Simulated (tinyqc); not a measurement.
Starting guesses with DIIS over 6 matrices: SCF starting guesses in the sto-6g basis, for H2O, spin multiplicity 1. Computed by the program tinyqc with PySCF. RHF with one setting changed at a time; a run stops when the energy changes by less than 1e-09 hartree and the error matrix is below 1e-5. Starts: the lowest orbitals of the core Hamiltonian, of the Wolfsberg-Helmholz matrix (K = 1.75), projected atomic densities, random orbitals, and the highest orbitals of the core Hamiltonian (a deliberately bad start).

Geometry (angstrom):

| atom | x | y | z |
|---|---|---|---|
| O | 0.0000 | 0.0000 | 0.0000 |
| H | 0.0000 | 0.9380 | 0.6820 |
| H | 0.0000 | -0.9380 | 0.6820 |

lowest restricted solution found by these runs and by PySCF = -75.628351 hartree

Largest element of the error matrix X^T (FDS - SDF) X:

| iteration | core | Wolfsberg-Helmholz | atomic densities | random | highest core orbitals |
|---|---|---|---|---|---|
| 1 | 5.1e-01 | 4.9e-01 | 8.5e-01 | 1.5e+01 | 3.8e-01 |
| 2 | 3.1e-01 | 1.3e-01 | 2.0e-01 | 6.2e-01 | 5.7e-01 |
| 3 | 5.6e-02 | 3.7e-02 | 2.7e-02 | 2.0e-01 | 5.9e-01 |
| 4 | 1.4e-02 | 7.5e-03 | 5.0e-03 | 1.2e-02 | 5.7e-01 |
| 5 | 3.6e-03 | 2.3e-03 | 6.4e-05 | 4.0e-03 | 5.7e-01 |
| 6 | 4.3e-04 | 4.8e-05 | 1.0e-05 | 1.4e-03 | 5.3e-01 |
| 8 | 2.1e-07 | 3.9e-09 | - | 6.8e-05 | 1.8e-02 |
| 10 | - | - | - | 2.0e-06 | 2.1e-03 |

How each run ends:

| run | iterations | E (hartree) | state |
|---|---|---|---|
| core | 8 | -75.628351 | lowest found |
| Wolfsberg-Helmholz | 8 | -75.628351 | lowest found |
| atomic densities | 7 | -75.628351 | lowest found |
| random | 10 | -75.628351 | lowest found |
| highest core orbitals | 13 | -75.628351 | lowest found |

What does the comparison show, and why?

5 of 5 runs reach the lowest restricted solution found, in 7 to 13 iterations (fastest: atomic densities). The first errors are 5e-01, 5e-01, 8e-01, 2e+01, 4e-01; the deliberately bad start has the smallest one, so a small first error does not mark a good start.
